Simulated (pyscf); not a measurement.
Optimised with ωB97X-D3(BJ)/def2-SVP in PySCF.

**Question.** For the elementary gas-phase step H₂Se (SMILES [SeH2]) + Cl–Zr(Cl)(Cl)–Cl (SMILES [Cl][Zr]([Cl])([Cl])[Cl]) → Cl–Zr(Cl)(Cl)–SeH (SMILES [Cl][Zr]([Cl])([Cl])[SeH]) + HCl (SMILES Cl) (singlet surface; H–Se, Cl–Zr broken, Se–Zr, Cl–H formed), what barrier and reaction energy does ωB97M-D3(BJ)/def2-TZVP give, measured from the separated reactants?

**Answer.** ΔE‡ = 74.2 kJ/mol, ΔE = +65.3 kJ/mol. Zero-point energy shifts the barrier by -2.6 kJ/mol. It is a four-centre exchange, with an imaginary mode of 410i cm⁻¹. On the reactant side the descent ends in an adduct with a Se–Zr contact, 64.3 kJ/mol under the separated species and 104.4 kJ/mol under the saddle at ωB97X-D3(BJ)/def2-TZVP. On the product side the descent ends in an adduct with a Cl–Zr contact, 33.8 kJ/mol under the separated species and 23.2 kJ/mol under the saddle at ωB97X-D3(BJ)/def2-TZVP. What is counted as formed (Se–Zr) is already present as a longer contact in the reactant adduct; forming that adduct is a step of its own. What is counted as broken (Cl–Zr) persists as a longer contact in the product adduct; parting that adduct is a step of its own. At ωB97X-D3(BJ)/def2-TZVP the barrier from the zero used here is 40.1 kJ/mol. One saddle was located; it need not be the lowest between these sides. Elements up to Kr have no core potential and no relativistic terms here. Elements past Kr carry the def2 core potentials, without spin-orbit coupling.
